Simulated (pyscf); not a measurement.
A first-order saddle from PySCF, ωB97X-D3(BJ)/def2-SVP:

```xyz
8

P     -0.0557    -0.9459     0.6783
P     -1.5170     0.5877     0.7766
H     -0.8955    -1.9649     0.1357
H     -2.6170    -0.0947     0.1842
P      0.2612     0.6666    -1.9685
H     -1.0669     1.2543    -0.5920
H      0.7655     0.9842    -0.6936
H     -0.6875    -0.3082    -1.6144
```

Surface: singlet, charge 0. Lowest wavenumbers (cm⁻¹): 957i, 209, 288, 319, 441.

Q: Name the species on either side of this saddle.

A: HP=PH + PH₃ <-> H₂P–PH–PH₂, an addition across a multiple bond or ene-type step read from left to right: H–P broken and P–P, H–P formed. At CCSD(T)/def2-TZVPP + ΔMP2(QZVPP) it lies +1.92 eV from the left side and +2.88 eV from the right (each side as separated species at their lowest minima found). From the product side, PH₂• + •HP–PH₂ lies, by one bond made or cut, 0.63 eV under this saddle at ωB97M-D3(BJ)/def2-TZVP. This is the saddle that the search found; another between the same sides may lie lower. A restricted solution here is unstable towards spin polarisation, so biradical character is likely and single-reference numbers are less safe. The CCSD(T) − MP2 part came from Ansatz, without density fitting, on the same reference.
